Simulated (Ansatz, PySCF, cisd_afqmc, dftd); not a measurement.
Species: CN, charge 0, doublet. CN (SMILES [C]#N, doublet).
B3LYP-D3(BJ)/def2-TZVP minimum from Ansatz (a program for electronic structure):
```
C
N 1 1.1622
```
Charge 0, spin multiplicity 2.

Wanted: enthalpy of formation at 298 K (by atomisation, with ideal-gas terms from PySCF's Hessian at B3LYP-D3(BJ)/def2-TZVP and the atoms' measured values of the G2/97 table; no spin-orbit terms), in kcal/mol. Open shells are spin-unrestricted; no spin-orbit coupling. Correlated methods leave the cores frozen. Rows without X2C or -DK are non-relativistic. AFQMC is phaseless with a CISD trial state; ± is one standard error, without the phaseless bias. Outlying blocks are dropped, and bars are widened where a walk drifts. Over all cases where full CI ran beside it in this data, AFQMC minus full CI had a median of +0.1 mEh and passed +0.4 mEh in a tenth of the cases. CBS(X,Y): correlation extrapolated as X^-3, Hartree-Fock from the larger set (Q,5: extrapolated as (X+1)exp(-9√X)). A bracket is a step between two methods taken in the basis named. The functionals are non-relativistic, so their misses hold any scalar relativity. '+ core + X2C': CCSD(T) terms for core correlation (cc-pwCVTZ) and scalar relativity (cc-pVTZ-DK). The UHF reference of CN ([C]#N, doublet) is spin-contaminated (<S^2> up to 0.37 over the pure value in the sets run).

Measured: 104.9 kcal/mol, 438.9 kJ/mol (G2/97 table in ASE (Curtiss et al.)); atomic spin-orbit terms, which the calculations lack, would raise the computed values.

```tsv
level	program	enthalpy of formation at 298 K (kcal/mol)	error against that value
HF/aug-cc-pVQZ	Ansatz	195.6	90.7
B3LYP-D4/def2-TZVPD	Ansatz + dftd4	106.7	1.8
CAM-B3LYP/def2-TZVPD	Ansatz	110.3	5.4
MP2/cc-pV5Z	Ansatz	118.8	13.9
MP2/CBS(cc-pVQZ,cc-pV5Z)	Ansatz	117.1	12.2
CCSD/aug-cc-pVTZ	Ansatz	124.6	19.7
CCSD/cc-pVQZ	Ansatz	120.8	15.9
CCSD/CBS(cc-pVTZ,cc-pVQZ)	Ansatz	118.0	13.1
CCSD(T)/aug-cc-pVQZ	Ansatz	111.1	6.2
CCSD(T)/cc-pVQZ	Ansatz	111.7	6.8
CCSD(T)/cc-pV5Z	Ansatz	110.0	5.1
CCSDTQ/cc-pVDZ	Ansatz	127.9	23.0
AFQMC/CISD/cc-pVTZ	cisd_afqmc	115.7 ± 0.2	10.8
CCSD(T)/CBS(cc-pVQZ,cc-pV5Z) + [AFQMC/CISD - CCSD(T)]/cc-pVDZ + core + X2C	Ansatz + cisd_afqmc	106.1 ± 0.3	1.2
CCSD(T)/CBS(cc-pVQZ,cc-pV5Z) + [AFQMC/CISD - CCSD(T)]/cc-pVQZ + core + X2C	Ansatz + cisd_afqmc	106.2 ± 0.3	1.3
CCSD(T)/CBS(cc-pVQZ,cc-pV5Z) + [CCSDT(Q) - CCSD(T)]/cc-pVQZ + [CCSDTQ - CCSDT(Q)]/cc-pVDZ + core + X2C	Ansatz	105.4	0.5
```
